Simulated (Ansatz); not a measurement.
# CCl3F: the cost of one run

Program: Ansatz 0.2.0. Level of theory: DFT r2SCAN, Gaussian basis def2-TZVPP, and further levels as typed in the inputs. These are calculated values, not measurements.

### 1 The structure to begin with

Bond lengths: F1–C2 1.339 Å, C2–Cl3 1.771 Å, C2–Cl4 1.771 Å, C2–Cl5 1.771 Å. Angles: F1–C2–Cl3 108.4°, F1–C2–Cl4 108.4°, F1–C2–Cl5 108.4°, Cl3–C2–Cl4 110.5°, Cl3–C2–Cl5 110.5°, Cl4–C2–Cl5 110.5°.

Coordinates:

```xyz
5

F    -0.0048    0.0324    1.4064
C    -0.0002    0.0016    0.0679
Cl   -0.7755    1.4781   -0.5284
Cl    1.6805   -0.0831   -0.4840
Cl   -0.9000   -1.4289   -0.4619
```

### 2 Harmonic vibrations: CCl3F

It takes the final geometry of an earlier run.

The input, input.yaml:

```yaml
crystal:
  periodic: [false, false, false]
  atoms:
    - { symbol: F, position_ang: [-0.00482033, 0.03237499, 1.40642267] }
    - { symbol: C, position_ang: [-0.00023031, 0.00156061, 0.06789008] }
    - { symbol: Cl, position_ang: [-0.77545109, 1.47805248, -0.52839517] }
    - { symbol: Cl, position_ang: [1.68049141, -0.08306478, -0.48401566] }
    - { symbol: Cl, position_ang: [-0.89998969, -1.4289333, -0.46190191] }
basis:
  gaussian: { orbitals: def2-TZVPP }
hamiltonian:
  xc: r2scan
phonons: {}
```

On the command line:

```console
ansatz run input.yaml --threads 4 --pin off --max-ram 14336MiB --backend cpu --events-out ev --progress --plain --runs-dir out
```

**Question.** How long does this run take on 4 threads of Intel Xeon 6975P-C (Granite Rapids), shared host, and how much memory does it need?

About 16 s, with a peak of 0.29 GiB.
